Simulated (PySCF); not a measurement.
H2P, SMILES [PH2], multiplicity 2.

Geometry optimised at ωB97X-D3(BJ)/def2-TZVPD. The isomer is the one that the SMILES or the coordinates give; other isomers of the formula were not compared.

Level of theory: TDA-ωB97X/def2-TZVPD (PySCF 2.14.0).

Vertical excitations. Gas-phase values at a fixed geometry.

Computed lowest excited states:
```
state    energy (eV)  λ (nm)      f                                                    main pairs
-------  -----------  ------  -----  ------------------------------------------------------------
root 1          2.73     455  0.006                                              β HOMO→LUMO 98 %
root 2          5.08     244  0.000                         α HOMO→LUMO+1 7 %, β HOMO−1→LUMO 91 %
root 3          5.72     217  0.000                         α HOMO→LUMO+1 89 %, β HOMO−1→LUMO 7 %
root 4          6.28     197  0.023                                              α HOMO→LUMO 90 %
root 5          6.55     189  0.001                      α HOMO−1→LUMO+1 36 %, β HOMO→LUMO+2 57 %
root 6          7.69     161  0.026                        α HOMO−1→LUMO 15 %, β HOMO→LUMO+1 73 %
root 7          7.74     160  0.156                                            α HOMO→LUMO+2 88 %
root 8          8.05     154  0.176                        α HOMO−1→LUMO 68 %, β HOMO→LUMO+1 21 %
root 9          8.16     152  0.026  α HOMO−1→LUMO+1 39 %, α HOMO→LUMO+4 38 %, β HOMO→LUMO+2 19 %
root 10         8.53     145  0.012                                            α HOMO→LUMO+3 97 %
```
Unrestricted roots are not spin-pure.
